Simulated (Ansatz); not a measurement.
C$_{3}$H$_{7}$NO$_{2}$, SMILES `COCC(=N)O`. Total charge 0; spin multiplicity 1. The structure was optimised at the PBE0-D4/def2-TZVP level. It is one conformer, not always the lowest.

```xyz
13

C     0.619   -1.036    1.391
O     1.078   -0.746    0.091
C     0.043   -0.497   -0.811
C    -0.462    0.923   -0.740
N     0.066    1.897   -0.142
O    -1.597    1.067   -1.443
H     1.499   -1.194    2.014
H     0.009   -1.949    1.396
H     0.027   -0.214    1.809
H    -0.803   -1.182   -0.664
H     0.429   -0.670   -1.820
H     0.926    1.598    0.310
H    -1.833    2.003   -1.392
```

(1) What is the dipole moment at ωB97M-V/def2-TZVPP? (An estimate is asked.)

(2) And with PBE, r2SCAN, B3LYP? (An estimate is asked.)

(3) Give the Mulliken charges with ωB97M-V, PBE, B3LYP in def2-TZVPP. (Estimate.)

Results:

(1) Computed: 1.57 D, with components (-0.56, -1.39, 0.46) D in this frame, pointing from negative to positive charge.

(2) The calculation gave: PBE 1.45 D, r2SCAN 1.52 D, B3LYP 1.54 D.

(3) Computed: 
| atom | ωB97M-V | PBE | B3LYP |
| --- | --- | --- | --- |
| C1 | -0.19 | -0.16 | -0.14 |
| O2 | -0.32 | -0.27 | -0.33 |
| C3 | -0.01 | 0.05 | 0.06 |
| C4 | 0.16 | 0.05 | 0.12 |
| N5 | -0.28 | -0.25 | -0.28 |
| O6 | -0.28 | -0.24 | -0.29 |
| H7 | 0.13 | 0.11 | 0.12 |
| H8 | 0.11 | 0.09 | 0.09 |
| H9 | 0.12 | 0.09 | 0.10 |
| H10 | 0.11 | 0.07 | 0.08 |
| H11 | 0.13 | 0.10 | 0.11 |
| H12 | 0.13 | 0.16 | 0.15 |
| H13 | 0.20 | 0.20 | 0.21 |

B3LYP here is the variant with VWN-RPA as its local correlation; programs differ in this.
